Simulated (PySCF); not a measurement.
For rock-salt CaO, PBE (PySCF, GTH pseudopotentials, Gaussian basis) gives:

```
Quantity             Result
------------------  -------
lattice constant a  4.860 Å
bulk modulus B0     103 GPa
```

Problem. What does MP2 in PySCF (GTH pseudopotentials, Gaussian basis) give for the same quantities?

Solution. 
- lattice constant a: 4.821 Å (falls by 0.8 %)
- bulk modulus: 111 GPa (grows by 7.8 %)

For comparison: lattice constant a 4.781 Å (measured, zero-point anharmonic expansion removed; as tabulated in Chen et al. (2018), doi:10.1103/physrevmaterials.2.073803); bulk modulus 120 GPa (measured, low temperature, extrapolated to 0 K; as tabulated in Chen et al. (2018), doi:10.1103/physrevmaterials.2.073803).

Changes are worked out from the printed values.

Unless a cell is named, each level is at its own relaxed cell (PBE 14.35, MP2 14.01 Å³/atom).
